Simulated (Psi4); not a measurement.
# CCSD/aug-cc-pVDZ run of C2H2O2 (glyoxal)

What is the energy change on altering one bond length of C2H2O2 (glyoxal) at CCSD/aug-cc-pVDZ? Input form: a Python script.

The calculation is run with Psi4 1.11.

1 further run of the same task is left out (set aside as unsound or not needed).

### 1 The structure to begin with

C2H2O2 has 6 atoms, charge 0, and is taken as a singlet. SMILES: `O=CC=O`. Geometry: relaxed at PBE0-D4/def2-TZVP. This is one conformer, not always the lowest.

Bond lengths: O1–C2 1.197 Å, C2–C3 1.519 Å, C3–O4 1.197 Å, C2–H5 1.108 Å, C3–H6 1.108 Å. Angles: O1–C2–C3 121.5°, C2–C3–O4 121.5°, O1–C2–H5 123.7°, C3–C2–H5 114.8°, C2–C3–H6 114.8°, O4–C3–H6 123.7°.

### 2 A single-point energy at CCSD/aug-cc-pVDZ

Input file calc.py:

```python
import psi4

psi4.set_memory('1600 MB')
psi4.set_num_threads(1)
psi4.set_output_file('output.dat', False)

mol = psi4.geometry("""
0 1
O      1.138970    -0.294510    -1.255700
C      0.523200     0.330160    -0.440590
C     -0.523400    -0.330110     0.440390
O     -1.136970     0.293940     1.257630
H      0.661710     1.415330    -0.264310
H     -0.663500    -1.414820     0.262570
symmetry c1
no_reorient
no_com
""")

psi4.set_options({
    'basis': 'aug-cc-pVDZ',
    'puream': True,
    'e_convergence': 1e-09,
    'd_convergence': 1e-08,
    'scf_type': 'pk',
    'num_frozen_docc': 4,
})

energy_value = psi4.energy('ccsd')
print('E =', round(energy_value, 9))
for k, v in sorted(psi4.core.scalar_variables().items()):
    print(f'{k:45s} {v:18.10f}')
```

On the command line:

```sh
$ python calc.py
```

output.dat:

```text
[...]
  Running in c1 symmetry.
[...]
  Nuclear repulsion =  102.357929768459769
[...]
  Multiplicity = 1
[...]
  Nalpha       = 15
  Nbeta        = 15
[...]
    Number of basis functions: 110
[...]
   @RHF iter   1:  -226.52697277355057   -9.75422e-01   4.34536e-03 ADIIS/DIIS
[...]
   @RHF iter  11:  -226.62718306868538   -2.44427e-12   3.12103e-09 DIIS
[...]
    Orbital Energies [Eh]
    ---------------------
    Doubly Occupied:
       1A    -20.617885     2A    -20.617884     3A    -11.373509
       4A    -11.372895     5A     -1.456420     6A     -1.440035
       7A     -0.968107     8A     -0.826923     9A     -0.713845
      10A     -0.711467    11A     -0.664430    12A     -0.601597
      13A     -0.538882    14A     -0.526263    15A     -0.438169
[...]
  @RHF Final Energy:  -226.62718306868538
   => Energetics <=
    Nuclear Repulsion Energy =            102.3579297684597691
    One-Electron Energy =                -512.2336016530651932
    Two-Electron Energy =                 183.2484888159200409
    Total Energy =                       -226.6271830686853832
[...]
 Multipole Moments:
 ------------------------------------------------------------------------------------
     Multipole            Electronic (a.u.)      Nuclear  (a.u.)        Total (a.u.)
 ------------------------------------------------------------------------------------
 L = 1.  Multiply by 2.5417464519 to convert [e a0] to [Debye]
 Dipole X            :         -0.0264867            0.0245853           -0.0019014
 Dipole Y            :          0.0076196           -0.0070865            0.0005332
 Dipole Z            :         -0.0254577            0.0236216           -0.0018362
 Magnitude           :                                                    0.0026965
[...]
      * MP2 total energy                      = -227.271386755895406
[...]
      * CCSD total energy                     = -227.288741957855535
```

On the terminal:

```text
E = -227.288741958
CC D1 DIAGNOSTIC                                    0.0486929039
CC D2 DIAGNOSTIC                                    0.1922434213
CC NEW D1 DIAGNOSTIC                                0.0486929039
CC T1 DIAGNOSTIC                                    0.0168553399
CCSD CORRELATION ENERGY                            -0.6615588892
CCSD DOUBLES ENERGY                                -0.6615588892
CCSD ITERATIONS                                    19.0000000000
CCSD OPPOSITE-SPIN CORRELATION ENERGY              -0.5148345111
CCSD SAME-SPIN CORRELATION ENERGY                  -0.1467243781
CCSD SINGLES ENERGY                                 0.0000000000
CCSD TOTAL ENERGY                                -227.2887419579
CURRENT CORRELATION ENERGY                         -0.6615588892
CURRENT ENERGY                                   -227.2887419579
CURRENT REFERENCE ENERGY                         -226.6271830687
DD SOLVATION ENERGY                                 0.0000000000
HF KINETIC ENERGY                                 226.3139413916
HF POTENTIAL ENERGY                              -452.9411244603
HF TOTAL ENERGY                                  -226.6271830687
HF VIRIAL RATIO                                     2.0013841024
MP2 CORRELATION ENERGY                             -0.6442036872
MP2 DOUBLES ENERGY                                 -0.6442036872
MP2 OPPOSITE-SPIN CORRELATION ENERGY               -0.4751371278
MP2 SAME-SPIN CORRELATION ENERGY                   -0.1690665594
MP2 SINGLES ENERGY                                 -0.0000000000
MP2 TOTAL ENERGY                                 -227.2713867559
NUCLEAR REPULSION ENERGY                          102.3579297685
ONE-ELECTRON ENERGY                              -512.2336016531
PCM POLARIZATION ENERGY                             0.0000000000
PE ENERGY                                           0.0000000000
SCF ITERATION ENERGY                             -226.6271830687
SCF ITERATIONS                                     11.0000000000
SCF TOTAL ENERGY                                 -226.6271830687
TWO-ELECTRON ENERGY                               183.2484888159
```

It took 86 s on 1 thread of AMD EPYC 7R43 (Zen 3), shared host; peak memory 1.4 GiB.

### 3 The distorted shape, same level

Input file c2h2o2.xyz:

```xyz
6
C2H2O2
O      0.972757    -1.596726    -1.467238
C      0.356987    -0.972056    -0.652128
C     -0.689613    -1.632326     0.228852
O     -1.303183    -1.008276     1.046092
H      0.661710     1.415330    -0.264310
H     -0.829713    -2.717036     0.051032
```

Input file calc.py:

```python
import psi4

psi4.set_memory('1600 MB')
psi4.set_num_threads(1)
psi4.set_output_file('run.log', False)

with open('c2h2o2.xyz') as f:
    atoms = ''.join(f.readlines()[2:])
m = psi4.geometry('0 1\n' + atoms + 'symmetry c1')

options = {'basis': 'aug-cc-pVDZ', 'reference': 'rhf', 'puream': True, 'e_convergence': 1e-09, 'd_convergence': 1e-08, 'scf_type': 'pk', 'num_frozen_docc': 4}
psi4.set_options(options)

e = psi4.energy("ccsd")
print(f'ccsd energy: {e:.10f} Eh')
```

On the command line:

```sh
$ python calc.py
```

run.log:

```text
[...]
  Running in c1 symmetry.
[...]
  Nuclear repulsion =   99.108714759785570
[...]
  Multiplicity = 1
[...]
  Nalpha       = 15
  Nbeta        = 15
[...]
    Number of basis functions: 110
[...]
   @RHF iter   1:  -226.31125805423210   -1.10172e+00   4.45337e-03 ADIIS/DIIS
[...]
   @RHF iter  14:  -226.42742765496155   -1.69393e-11   5.51240e-09 DIIS
[...]
    Orbital Energies [Eh]
    ---------------------
    Doubly Occupied:
       1A    -20.676730     2A    -20.646284     3A    -11.448965
       4A    -11.413988     5A     -1.494993     6A     -1.469685
       7A     -0.988953     8A     -0.811664     9A     -0.748063
      10A     -0.716546    11A     -0.636040    12A     -0.625618
      13A     -0.571011    14A     -0.517428    15A     -0.340723
[...]
  @RHF Final Energy:  -226.42742765496155
   => Energetics <=
    Nuclear Repulsion Energy =             99.1087147597855704
    One-Electron Energy =                -504.8589023867351671
    Two-Electron Energy =                 179.3227599719880345
    Total Energy =                       -226.4274276549615479
[...]
 Multipole Moments:
 ------------------------------------------------------------------------------------
     Multipole            Electronic (a.u.)      Nuclear  (a.u.)        Total (a.u.)
 ------------------------------------------------------------------------------------
 L = 1.  Multiply by 2.5417464519 to convert [e a0] to [Debye]
 Dipole X            :         -0.3752268            0.1478060           -0.2274208
 Dipole Y            :         -2.1355039            1.1788842           -0.9566197
 Dipole Z            :         -0.2396197            0.1888940           -0.0507256
 Magnitude           :                                                    0.9845885
[...]
      * MP2 total energy                      = -227.120649352541193
[...]
      * CCSD total energy                     = -227.141594293035581
```

The script printed:

```text
ccsd energy: -227.1415942930 Eh
```

Wall time 98 s (1 thread of AMD EPYC 7R43 (Zen 3), shared host); peak memory 1.4 GiB.

### 4 Outcome

Level: CCSD/aug-cc-pVDZ, 4 core orbitals frozen.

```
                                                         quantity          value
                                        first shape: total energy  -227.28874 Eh
                 first shape: HOMO energy (Hartree–Fock orbitals)      -11.92 eV
                 first shape: LUMO energy (Hartree–Fock orbitals)        0.98 eV
               first shape: HOMO–LUMO gap (Hartree–Fock orbitals)       12.90 eV
         first shape: correlation energy (4 core orbitals frozen)     -661.6 mEh
                                       first shape: T1 diagnostic          0.017
                                    distorted shape: total energy  -227.14159 Eh
             distorted shape: HOMO energy (Hartree–Fock orbitals)       -9.27 eV
             distorted shape: LUMO energy (Hartree–Fock orbitals)       -0.78 eV
           distorted shape: HOMO–LUMO gap (Hartree–Fock orbitals)        8.49 eV
     distorted shape: correlation energy (4 core orbitals frozen)     -714.2 mEh
                                   distorted shape: T1 diagnostic          0.024
energy change with the C2–H5 bond stretched from 1.108 to 2.438 Å       4.004 eV
```

In words: One bond (distorted shape) is far stretched, which a spin-restricted single reference describes badly; a broken-symmetry solution may lie lower. With the C2–H5 bond stretched from 1.108 to 2.438 Å the energy rises by 4.00 eV (92 kcal/mol). The first shape isn't relaxed at this level, so the change isn't measured from a minimum. A restricted reference can't describe the breaking bond well at this length. The T1 diagnostic (distorted shape) of 0.024 is above the customary mark for such species, so a single reference may not serve.
